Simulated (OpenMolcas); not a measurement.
# BHCl2 (SMILES ClBCl): levels of theory compared

Wanted: a comparison of 6 runs (B2PLYP/STO-3G, SVWN5/STO-3G, r2SCAN/STO-3G, ACPF/STO-3G, CISD/STO-3G, CCSD(T)/STO-3G) of BHCl2. 

The calculation is run with OpenMolcas 26.06.

3 further runs of the same task are left out: 3 set aside as unsound or not needed.

## (1) The system as given

The species is BHCl2 (4 atoms), meant as a singlet with charge 0. As SMILES, `ClBCl`. The Cl1–B2 distance was set to 2.551 Å, away from the relaxed value.

Bond lengths: B2–Cl3 1.701 Å, B2–H4 1.174 Å. Angles: Cl3–B2–H4 119.8°. A long bond or contact: Cl1–B2 2.551 Å.

## (2) A single-point energy at B2PLYP/STO-3G (run 1)

File struct.xyz:

```xyz
4

Cl    -2.250813    -1.062474     0.003505
B      0.010160     0.117640    -0.055190
Cl     1.368780    -0.598620     0.674810
H      0.118210     1.150080    -0.603560
```

File test.inp:

```
>>> EXPORT MOLCAS_PRINT=2

&GATEWAY
 BasLib=$CurrDir
 Coord=struct.xyz
 Basis=STO-3G
 Group=NoSym

&SEWARD
 GridInput
 Grid=UltraFine
 End of Grid

&SCF
 KSDFT=B2PLYP_SCF
 Thresholds=1e-10 1e-07 1e-07 1e-05
 PrOrbitals=1 1

&MBPT2
 Frozen=11
```

The basis set STO-3G is read from a file made from the Basis Set Exchange's data (not shown).

The run is started by

```console
$ export MOLCAS_MEM=1860
$ pymolcas test.inp > test.log
```

Log:

```text
--- Start Module: gateway ---
[...]
--- Stop Module: gateway /rc=_RC_ALL_IS_WELL_ ---
[...]
      Basis functions           24
[...]
--- Start Module: scf ---
[...]
       Convergence after  12 Iterations
[...]
::    Total KS-DFT energy                            -935.0667491821
[...]
      Total spin, S                                     0.0000000000
[...]
      Total electronic charge=   40.000000
      Total            charge=   -0.000000
[...]
      Dipole Moment (debye):
      Origin of the operator (angstrom)=   -0.3735   -0.6788    0.2746
                   X=  2.9962E+00               Y=  1.9706E+00               Z= -2.8271E-01           Total=  3.5973E+00
      Quadrupole Moment (debye*angstrom):
[...]
--- Stop Module: scf /rc=_RC_ALL_IS_WELL_ ---
[...]
--- Start Module: mbpt2 ---
[...]
 ###    WARNING: MP2 implementation intended for RHF references only         ###
 ###############################################################################
MBPT2 WARNING: Reference function according to RunFile:KS-DFT
I'll assume you know what you're doing and continue
WARNING!
Default frozen orbitals as non valence orbitals is overwritten by user input.
Default values:  11
[...]
       Reference weight ( Cref**2 )         =        0.90672
::    Total MBPT2 energy                             -935.1663341436
[...]
      Total MBPT2 calculations                           0.04      0.04
--- Stop Module: mbpt2 /rc=_RC_ALL_IS_WELL_ ---
[...]
```

Run time: 3.6 s. Hardware: 1 thread of Intel Xeon Platinum 8488C (Sapphire Rapids), shared host; peak memory 0.37 GiB.

## (3) A single-point energy at SVWN5/STO-3G (run 2)

struct.xyz is that of step 2.

File test.inp:

```
&GATEWAY
  BasLib=$CurrDir
  Coord=struct.xyz
  Basis=STO-3G
  Group=NoSym

&SEWARD
  GridInput
  Grid=UltraFine
  End of Grid

&SCF
  KSDFT=SVWN5
  Thresholds=1e-10 1e-07 1e-07 1e-05
  PrOrbitals=1 1
```

The basis set STO-3G is read from a file made from the Basis Set Exchange's data (not shown).

The run is started by

```console
$ export MOLCAS_MEM=1860
$ pymolcas test.inp > test.log
```

Log:

```text
--- Start Module: gateway ---
[...]
--- Stop Module: gateway /rc=_RC_ALL_IS_WELL_ ---
--- Start Module: seward ---
[...]
      Basis functions           24
--- Stop Module: seward /rc=_RC_ALL_IS_WELL_ ---
--- Start Module: scf ---
[...]
       Convergence after  13 Iterations
[...]
::    Total KS-DFT energy                            -932.1237545019
[...]
      Total spin, S                                     0.0000000000
[...]
      Total electronic charge=   40.000000
      Total            charge=   -0.000000
[...]
      Dipole Moment (debye):
      Origin of the operator (angstrom)=   -0.3735   -0.6788    0.2746
                   X=  2.8576E+00               Y=  1.5681E+00               Z= -1.0672E-01           Total=  3.2613E+00
      Quadrupole Moment (debye*angstrom):
[...]
--- Stop Module: scf /rc=_RC_ALL_IS_WELL_ ---
[...]
```

Wall time 2.9 s (1 thread of Intel Xeon Platinum 8488C (Sapphire Rapids), shared host); peak memory 0.37 GiB.

Runs 3 to 5 aren't shown in full; the table further down has their settings and results.

## (4) The energy at CCSD(T)/STO-3G (Cholesky decomposition) (run 6)

struct.xyz is that of step 3.

File test.input:

```
&gateway
 baslib = $CurrDir
 coord = struct.xyz
 basis = STO-3G
 group = NoSym

&seward
 high

&scf
 thresholds = 1e-10 1e-07 1e-07 1e-05
 prorbitals = 1 1

&chcc
 frozen = 11
 threshold = 1e-08
 maxiterations = 80

&cht3
 frozen = 11
```

The basis set STO-3G is read from a file made from the Basis Set Exchange's data (not shown).

The run is started by

```console
$ export MOLCAS_MEM=1860
$ pymolcas test.input > test.log
```

Log:

```text
--- Start Module: gateway ---
[...]
--- Stop Module: gateway /rc=_RC_ALL_IS_WELL_ ---
[...]
      Basis functions           24
[...]
       Convergence after  12 Iterations
[...]
::    Total SCF energy                               -934.0429014151
[...]
      Total spin, S                                     0.0000000000
[...]
      Total electronic charge=   40.000000
      Total            charge=   -0.000000
[...]
      Dipole Moment (debye):
      Origin of the operator (angstrom)=   -0.3735   -0.6788    0.2746
                   X=  3.2038E+00               Y=  2.3244E+00               Z= -4.1692E-01           Total=  3.9801E+00
      Quadrupole Moment (debye*angstrom):
[...]
--- Start Module: chcc ---
[...]
--- Stop Module: chcc /rc=_RC_ALL_IS_WELL_ ---
--- Start Module: cht3 ---
[...]
--- Stop Module: cht3 /rc=_RC_ALL_IS_WELL_ ---
[...]
```

It took 2 s on 1 thread of Intel Xeon Platinum 8488C (Sapphire Rapids), shared host; peak memory 0.16 GiB.

## (5) Overview of the runs

```
run                                    level  frozen core orbitals  integration grid  energy (Eh)  dipole moment (D) of the reference  HOMO energy (eV)  LUMO energy (eV)  wall time
  1                            B2PLYP/STO-3G                    11         UltraFine  -935.093637                                3.60             -7.08              0.58      3.6 s
  2                             SVWN5/STO-3G                     –         UltraFine  -932.123755                                3.26             -4.20             -1.99      2.9 s
  3                            r2SCAN/STO-3G                     –         UltraFine  -935.441340                                3.45             -4.53             -1.60      4.5 s
  4                              ACPF/STO-3G                    11                 –  -934.140100                                3.98             -9.25              3.01      1.8 s
  5                              CISD/STO-3G                    11                 –  -934.130400                                3.98             -9.25              3.01      1.8 s
  6  CCSD(T)/STO-3G (Cholesky decomposition)                    11                 –  -934.137576                                3.98             -9.25              3.01        2 s
```

## (6) Summary of results

```
                                           quantity          value
                                run 6: total energy  -934.13758 Eh
          run 6: dipole moment (mean-field density)         3.98 D
         run 6: HOMO energy (Hartree–Fock orbitals)       -9.25 eV
         run 6: LUMO energy (Hartree–Fock orbitals)        3.01 eV
       run 6: HOMO–LUMO gap (Hartree–Fock orbitals)       12.26 eV
run 6: correlation energy (11 core orbitals frozen)      -94.7 mEh
                              run 6: (T) correction      -3.66 mEh
```

Over runs 1, 2, 3 the dipole moment (its size) runs from 3.26 D (SVWN5/STO-3G) to 3.60 D (B2PLYP/STO-3G). A double hybrid's value is that of its SCF part. Over runs 1, 2, 3 the HOMO–LUMO gap runs from 2.20 eV (SVWN5/STO-3G) to 7.66 eV (B2PLYP/STO-3G). For B2PLYP the log adds the whole second-order term; the table takes 0.27 of it, as the functional is defined. Totals of different functionals can't be ranked against each other. In runs 1, 2, 3, 4, 5, 6 the basis is minimal, so the values are rough. All runs together took 17 s, the longest 4.5 s.
